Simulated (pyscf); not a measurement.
tungsten hexafluoride (F–W(F)(F)(F)(F)–F) + silicon tetrachloride (Cl–Si(Cl)(Cl)–Cl) → F–W(F)(F)(F)(F)–Cl + F–Si(Cl)(Cl)–Cl (four-centre exchange; singlet surface; F–W, Cl–Si broken, Cl–W, F–Si formed). Optimised with ωB97X-D3(BJ)/def2-SVP in PySCF. Rate constants from transition-state theory, ωB97M-D3(BJ)/def2-TZVP energies (ideal gas, 1 atm, RRHO with modes under 100 cm⁻¹ raised to 100, one conformer, R ln 2 for rigid chiral ones; no tunnelling), k in cm³ molecule⁻¹ s⁻¹.

| T (K) | 1000/T | log10 k |
|---|---|---|
| 298 | 3.354 | -42.22 |
| 600 | 1.667 | -28.14 |
| 900 | 1.111 | -23.29 |
| 1200 | 0.833 | ? |

Question: Fit an Arrhenius line to the three values, give the activation energy, and predict k at 1200 K.

Answer: Least squares gives log10 k = -14.01 − 8.42 × 1000/T, so Ea = 8.42 × ln 10 × 1.987 = 38.5 kcal/mol, against an electronic barrier of 35.8. At 1200 K the line gives -21.03; the computed value is -20.74 (ΔG‡ = 84.3 kcal/mol), a factor 1.9 over the line, since the plot is curved. This is the saddle that the search found; another between the same sides may lie lower. Elements past Kr carry the def2 core potentials, without spin-orbit coupling.
